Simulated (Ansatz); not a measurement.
# SiH3O− (SMILES O[SiH2-]): a rigid scan of the bond length O1–Si2

The task here is to estimate one member of a computed series from the others.

Program: Ansatz 0.2.0, Gaussian basis. Level of theory: single points in def2-TZVPPD. These are calculated values, not measurements.

Levels: PBE-D4, r2SCAN-D4, PBE0-D4, B3LYP-D4, wB97M-V, Hartree-Fock, MP2, CCSD, CCSD(T). The scan takes 1.442, 1.516, 1.625, 1.752, 1.892, 2.043, 2.204, 2.373, 2.550 Å.

Cores are frozen in the correlated methods. B3LYP uses VWN-RPA correlation.

31 further runs of the same task are left out: 31 set aside as unsound or not needed.

## Where the work starts

The minimum, relaxed at PBE0-D4: SMILES `O[SiH2-]`, 5 atoms, charge -1, spin multiplicity 1.

Atoms are counted from 1 here; the program's logs count them from 0.

Bond lengths: O1–Si2 1.759 Å, O1–H3 0.956 Å, Si2–H4 1.550 Å, Si2–H5 1.550 Å. Angles: Si2–O1–H3 106.0°, O1–Si2–H4 99.4°, O1–Si2–H5 99.4°, H4–Si2–H5 92.2°.

Geometry (Å):

```xyz
5

O     0.2615   -0.6409    0.8912
Si    0.1511    0.2033   -0.6476
H     1.0304   -1.2048    0.8277
H    -1.3571   -0.0026   -0.9422
H    -0.0859    1.6450   -0.1291
```

Energies of the minimum (eV), from earlier single points: PBE-D4 -9969.06491, r2SCAN-D4 -9973.49057, PBE0-D4 -9969.74274, B3LYP-D4 -9976.22938, wB97M-V -9973.94771, CCSD(T) -9959.67463.

At the minimum the bond length O1–Si2 is 1.759 Å.

The first run:

The input, ccsdt-tzvppd/in.yaml:

```yaml
crystal:
  periodic: [false, false, false]
  atoms:
    - {symbol: O, position_ang: [0.261548, -0.640882, 0.891188]}
    - {symbol: Si, position_ang: [0.171001, 0.051316, -0.370567]}
    - {symbol: H, position_ang: [1.030354, -1.204776, 0.827698]}
    - {symbol: H, position_ang: [-1.337211, -0.154603, -0.665238]}
    - {symbol: H, position_ang: [-0.066055, 1.493056, 0.147945]}
basis:
  gaussian: {orbitals: "def2-TZVPPD.json"}
total_charge: -1
correlation: {method: ccsd_t}
```

The basis file named in the input lies beside it (Basis Set Exchange, JSON).

The command line of these runs was not kept.

Among the steps run: O1–Si2 = 1.442 Å; O1–Si2 = 1.516 Å; O1–Si2 = 1.625 Å; O1–Si2 = 1.752 Å; O1–Si2 = 1.892 Å; O1–Si2 = 2.043 Å; O1–Si2 = 2.204 Å; O1–Si2 = 2.373 Å; O1–Si2 = 2.550 Å.

One of the session's tables, all rows but one given; the rest of the session is left out.

It belongs to the step «The curves». Energies less that of the minimum at the same level (eV):

| bond length (Å) | PBE-D4 | PBE0-D4 | B3LYP-D4 | wB97M-V | Hartree-Fock |
| --- | --- | --- | --- | --- | --- |
| 1.442 | 1.856 | 1.716 | 1.770 | 1.758 | 1.599 |
| 1.516 | 0.969 | 0.862 | 0.905 | 0.892 | 0.764 |
| 1.625 | 0.269 | 0.210 | 0.235 | 0.225 | 0.151 |
| 1.752 | 0.003 | 0.000 | 0.002 | 0.001 | -0.003 |
| 1.759 (minimum) | 0.000 | 0.000 | 0.000 | 0.000 | 0.000 |
| 1.892 | ? | ? | ? | ? | ? |
| 2.043 | 0.335 | 0.453 | 0.392 | 0.434 | 0.579 |
| 2.204 | 0.692 | 0.867 | 0.771 | 0.845 | 1.051 |
| 2.373 | 1.071 | 1.299 | 1.168 | 1.276 | 1.525 |
| 2.550 | 1.434 | 1.707 | 1.544 | 1.687 | 1.959 |

Estimate the missing values for bond length (Å) = 1.892.

The run gave: PBE-D4: 0.071; PBE0-D4: 0.128; B3LYP-D4: 0.100; wB97M-V: 0.117; Hartree-Fock: 0.189.

To keep in mind: The anion's highest level is positive in at least one run, so there the basis alone may hold the extra electron.
